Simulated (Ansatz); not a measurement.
# C2H5NO, singlet: reading a ladder of total energies

Geometry: MP2(full)/6-31G*, from the G2/97 set.

```yaml
atoms:
  - { symbol: O, position_ang: [0.3822, 1.2661, 0.0132] }
  - { symbol: C, position_ang: [0.0348, 0.0889, 0.0009] }
  - { symbol: N, position_ang: [0.9432, -0.9394, -0.0438] }
  - { symbol: C, position_ang: [-1.4138, -0.3495, 0.0050] }
  - { symbol: H, position_ang: [0.6656, -1.8851, 0.1751] }
  - { symbol: H, position_ang: [-2.0396, 0.5240, -0.1704] }
  - { symbol: H, position_ang: [-1.6032, -1.1002, -0.7666] }
  - { symbol: H, position_ang: [-1.6745, -0.7839, 0.9749] }
  - { symbol: H, position_ang: [1.9108, -0.6925, 0.1170] }
```

Basis STO-3G; Ansatz 0.2.0. Correlated methods freeze the noble-gas cores, which leaves 24 electrons in 21 orbitals. Prefix R: restricted or restricted open-shell reference.

Full CI isn't at hand for all of this; RCCSDTQ serves as the reference, and is uncertain by about the last step of the cluster series.

Runs differ by some tens of microhartree through their thresholds, so steps under 0.03 kcal/mol mean nothing.

| level | total energy (hartree) |
| --- | --- |
| RHF | -205.276503 |
| RMP2 | -205.486062 |
| RCCSD | -205.530191 |
| RCCSD(T) | -205.536309 |
| RCCSDT | -205.537283 |
| RCCSDT(Q) | -205.537511 |
| RCCSDTQ | -205.537541 |

**Question.** What is the correlation energy at RCCSDTQ, and what share of it do RMP2 and RCCSD recover?

**Answer.** E(corr) = -205.537541 − (-205.276503) = -0.261038 hartree = -7.103 eV. RMP2: -0.209559 / -0.261038 = 80.28 %. RCCSD: -0.253688 / -0.261038 = 97.18 %.

**Question.** By how many kcal/mol does RCCSD(T) miss RCCSDTQ (1 hartree = 627.509 kcal/mol), and which steps make up the rest?

**Answer.** -205.536309 − (-205.537541) = 0.001232 hartree = 0.77 kcal/mol. Steps: RCCSDT − RCCSD(T) = -0.61, RCCSDT(Q) − RCCSDT = -0.14, RCCSDTQ − RCCSDT(Q) = -0.02 kcal/mol. That is within 1 kcal/mol of the reference in this basis, which itself misses far more of the correlation at the basis-set limit.
